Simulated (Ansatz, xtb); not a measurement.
**Isomers of CH3NaSi in order of energy**

4 gas-phase structures of CH3NaSi, found in a search over its isomers (lower ones may exist). Each was relaxed with GFN2-xTB; where two conformers were screened, the lower at r2SCAN-D4/def2-SVP is listed:

A. `C[Si][Na]`, a singlet
B. `C=[SiH][Na]`, a singlet
C. `C[Si][Na]`, a triplet
D. `[Na][CH]=[SiH2]`, a singlet

Problem. Which do you expect lowest at r2SCAN-D4/def2-SVP, and how would the others follow?

Solution. Calculated order at r2SCAN-D4/def2-SVP: B (0.000), C (0.266), D (0.778), A (0.828) eV.

Energies above the lowest of each column, in eV; the last columns are at B3LYP-D4/def2-TZVP geometries (a dash: not run or not comparable):

```
structure  GFN2-xTB  HF/STO-3G  r2SCAN-D4/def2-SVP  B3LYP-D4/def2-TZVP  CCSD(T)/def2-TZVPP
        B     0.000      0.139               0.000               0.000               0.000
        C         –      0.000               0.266               0.462               0.466
        D     0.721      1.234               0.778               0.767                   –
        A     0.139      0.890               0.828               0.604               0.685
```

CCSD(T)/def2-TZVPP puts B lowest of those it was run on; HF/STO-3G picks C. Frequencies (B3LYP-D4/def2-TZVP) were run for A, B, C alone. GFN2-xTB has no spin polarisation and isn't compared across spin states. Open shells are spin-unrestricted.

Programs: Ansatz 0.2.0, xtb 6.7.1.
